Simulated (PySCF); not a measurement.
Molecule: SMILES C[C@@H]1O[C@@H]1C, C₄H₈O.

Structure with atom numbers: `[CH3:1][C@@H:2]1[O:3][C@@H:4]1[CH3:5]`. Hydrogens are named by the atom that carries them.

Geometry PBE0-D3(BJ)/def2-SVP throughout; GIAO in PySCF 2.14.0 with density-fitted response routines, gas phase, one conformer, non-relativistic; equivalent atoms averaged; functional PBE0.

Problem. How do the absolute shieldings σ depend on the basis set? (ppm; last column core-seconds on 1 thread of an Arm Neoverse V1, shared host)

Solution. 
```csv
basis set,functions,C2/C4,C1/C5,O3,H(C2)/H(C4),H(C1)/H(C5),core-s
pcSseg-0,61,140.8,177.1,304.6,30.34,31.59,3.8
cc-pVDZ,110,146.4,182.0,298.3,28.82,30.26,8.2
aug-cc-pVDZ,187,145.0,181.5,296.3,28.67,30.24,18
IGLO-III,255,130.4,169.3,286.6,28.66,30.27,25
cc-pVTZ,262,135.7,173.1,288.6,28.62,30.20,28
```

Problem. Which nucleus moves most, in ppm?

Solution. O3 (ether oxygen): from 286.6 ppm with IGLO-III to 304.6 ppm with pcSseg-0. The smallest spread is 1.38 ppm, at H(C1)/H(C5). Proton shifts span only some 12 ppm, so a few tenths of a ppm matter as much there as several ppm in carbon.

Problem. Taking the largest basis, cc-pVTZ (262 functions), as the yardstick, rank the others by their worst heavy-atom deviation.

Solution. IGLO-III 5.3 ppm (255 functions), aug-cc-pVDZ 9.3 ppm (187 functions), cc-pVDZ 10.7 ppm (110 functions), pcSseg-0 15.9 ppm (61 functions).

A small basis that lands close on one nucleus may do so by chance; judge by the trend and by all nuclei.
